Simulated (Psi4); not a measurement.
**CH3AlO (SMILES [CH3][Al]=[O]) at CISD/3-21G (DKH2, calc s squared yes)**

Aim: the energy change on altering one bond length of CH3AlO at CISD/3-21G (DKH2, calc s squared yes), from 2 runs. 

The calculation is run with Psi4 1.11.

2 further runs of the same task are left out: 2 set aside as unsound or not needed.

**1. The molecule**

CH3AlO has 6 atoms, charge 0, and is taken as a singlet. SMILES: `[CH3][Al]=[O]`. The shape is that of a PBE0-D4/def2-TZVP optimisation.

Bond lengths: C1–Al2 1.935 Å, Al2–O3 1.596 Å, C1–H4 1.092 Å, C1–H5 1.092 Å, C1–H6 1.092 Å. Angles: C1–Al2–O3 180.0°, Al2–C1–H4 110.5°, Al2–C1–H5 110.5°, Al2–C1–H6 110.5°, H4–C1–H5 108.4°, H4–C1–H6 108.4°, H5–C1–H6 108.4°.

**2. The energy at CISD/3-21G (DKH2, calc s squared yes)**

ch3alo.xyz

```xyz
6
CH3AlO
C     -0.412500     0.498200    -0.315400
Al     0.696700    -0.841400     0.532500
O      1.611700    -1.946300     1.232100
H      0.065200     1.479100    -0.263900
H     -1.383600     0.560900     0.180800
H     -0.577400     0.249400    -1.366100
```

job.py

```python
import psi4

psi4.set_memory(1600000000)
psi4.set_num_threads(1)
psi4.set_output_file('psi4.out', False)

with open('ch3alo.xyz') as f:
    atoms = ''.join(f.readlines()[2:])
geom = psi4.geometry('0 1\n' + atoms + '')

psi4.set_options({
    'basis': '3-21G',
    'reference': 'rhf',
    'scf_type': 'pk',
    'num_roots': 2,
    'calc_s_squared': True,
    'relativistic': 'dkh',
    'dkh_order': 2,
})

e_tot = psi4.energy('cisd')
print(f'total energy {e_tot:.8f} hartree = {e_tot * 27.211386:.5f} eV')
```

The run is started by

```bash
python job.py
```

psi4.out:

```text
[...]
  Running in c1 symmetry.
[...]
  Nuclear repulsion =   83.909553177892164
[...]
  Multiplicity = 1
[...]
  Nalpha       = 15
  Nbeta        = 15
[...]
    Number of basis functions: 37
[...]
   @RHF iter   1:  -354.58378575160998   -9.82476e-01   1.91960e-02 DIIS/ADIIS
[...]
   @RHF iter  12:  -354.83772983505168   -1.25056e-12   2.63727e-09 DIIS
[...]
    Orbital Energies [Eh]
    ---------------------
    Doubly Occupied:
       1A    -58.186474     2A    -20.372898     3A    -11.193273
       4A     -4.893365     5A     -3.178215     6A     -3.178136
       7A     -3.178136     8A     -1.154070     9A     -0.966577
      10A     -0.586298    11A     -0.586268    12A     -0.510676
      13A     -0.414734    14A     -0.374496    15A     -0.374495
[...]
  @RHF Final Energy:  -354.83772983505168
   => Energetics <=
    Nuclear Repulsion Energy =             83.9095531778921639
    One-Electron Energy =                -659.1983463863679162
    Two-Electron Energy =                 220.4510633734241196
    Total Energy =                       -354.8377298350516753
[...]
 Multipole Moments:
 ------------------------------------------------------------------------------------
     Multipole            Electronic (a.u.)      Nuclear  (a.u.)        Total (a.u.)
 ------------------------------------------------------------------------------------
 L = 1.  Multiply by 2.5417464519 to convert [e a0] to [Debye]
 Dipole X            :          2.3883864           -3.6445458           -1.2561593
 Dipole Y            :         -2.8844817            4.4012802            1.5167985
 Dipole Z            :          1.8254100           -2.7858595           -0.9604495
 Magnitude           :                                                    2.1911360
[...]
      * SCS-MP2 total energy:                 -355.123167702090
[...]
      * MP2 total energy:                     -355.128327416517
[...]
      * CISD total energy:                    -355.103369624495
[...]
```

On the terminal:

```text
total energy -355.10336962 hartree = -9662.85486 eV
```

Run time: 2.7 s. Hardware: 1 thread of AMD EPYC 7B13 (Zen 3), shared host; peak memory 0.2 GiB.

**3. The distorted shape**

job.dat

```
memory 1.6 GB

molecule system {
  C     -0.86980314     0.75605864    -0.60575360
  Al     1.22628108    -1.77541848     0.99654518
  O      2.95538048    -3.86337688     2.31859758
  H      0.12321014     2.79509391    -0.49869872
  H     -2.70491618     0.87454446     0.33192850
  H     -1.18141898     0.28589478    -2.59128884
  units au
}

set globals {
  reference      rhf
  scf_type       pk
  num_roots      2
  calc_s_squared true
  relativistic   dkh
  dkh_order      2
}

e_tot, wfn = energy("cisd/3-21G", return_wfn=True)
```

The run is started by

```bash
psi4 job.dat job.out -n 1
```

job.out:

```text
[...]
  Running in c1 symmetry.
[...]
  Nuclear repulsion =   83.519571132520809
[...]
  Multiplicity = 1
[...]
  Nalpha       = 15
  Nbeta        = 15
[...]
    Number of basis functions: 37
[...]
   @RHF iter   1:  -354.57810328613232   -1.03915e+00   1.91087e-02 ADIIS/DIIS
[...]
   @RHF iter  13:  -354.83051327215998   -8.52651e-13   3.61842e-09 DIIS
[...]
    Orbital Energies [Eh]
    ---------------------
    Doubly Occupied:
       1A    -58.187121     2A    -20.373068     3A    -11.204524
       4A     -4.893940     5A     -3.178818     6A     -3.178729
       7A     -3.178698     8A     -1.154259     9A     -0.955438
      10A     -0.587375    11A     -0.564724    12A     -0.508911
      13A     -0.414747    14A     -0.374730    15A     -0.374673
[...]
  @RHF Final Energy:  -354.83051327215998
   => Energetics <=
    Nuclear Repulsion Energy =             83.5195711325208094
    One-Electron Energy =                -658.4406597325662460
    Two-Electron Energy =                 220.0905753278854320
    Total Energy =                       -354.8305132721600330
[...]
 Multipole Moments:
 ------------------------------------------------------------------------------------
     Multipole            Electronic (a.u.)      Nuclear  (a.u.)        Total (a.u.)
 ------------------------------------------------------------------------------------
 L = 1.  Multiply by 2.5417464519 to convert [e a0] to [Debye]
 Dipole X            :          2.3401924           -3.6013225           -1.2611301
 Dipole Y            :         -2.9910127            4.4900345            1.4990219
 Dipole Z            :          1.8217407           -2.7811998           -0.9594591
 Magnitude           :                                                    2.1813018
[...]
      * SCS-MP2 total energy:                 -355.117558354817
[...]
      * MP2 total energy:                     -355.122529511501
[...]
      * CISD total energy:                    -355.097504251610
[...]
```

Wall time 3 s (1 thread of AMD EPYC 7B13 (Zen 3), shared host); peak memory 0.2 GiB.

**4. Outcome**

At CISD/3-21G (DKH2, calc s squared yes):

| quantity | value |
| --- | --- |
| first shape: total energy | -355.10337 Eh |
| first shape: HOMO energy (Hartree–Fock orbitals) | -10.19 eV |
| first shape: LUMO energy (Hartree–Fock orbitals) | 1.79 eV |
| first shape: HOMO–LUMO gap (Hartree–Fock orbitals) | 11.98 eV |
| first shape: correlation energy | -265.6 mEh |
| distorted shape: total energy | -355.09750 Eh |
| distorted shape: HOMO energy (Hartree–Fock orbitals) | -10.20 eV |
| distorted shape: LUMO energy (Hartree–Fock orbitals) | 1.75 eV |
| distorted shape: HOMO–LUMO gap (Hartree–Fock orbitals) | 11.95 eV |
| distorted shape: correlation energy | -267.0 mEh |
| energy change with the C1–H4 bond stretched from 1.092 to 1.202 Å | 0.160 eV |

**Reading.** With the C1–H4 bond stretched from 1.092 to 1.202 Å the energy rises by 0.16 eV (15.4 kJ/mol). The first shape isn't relaxed at this level, so the change isn't measured from a minimum.
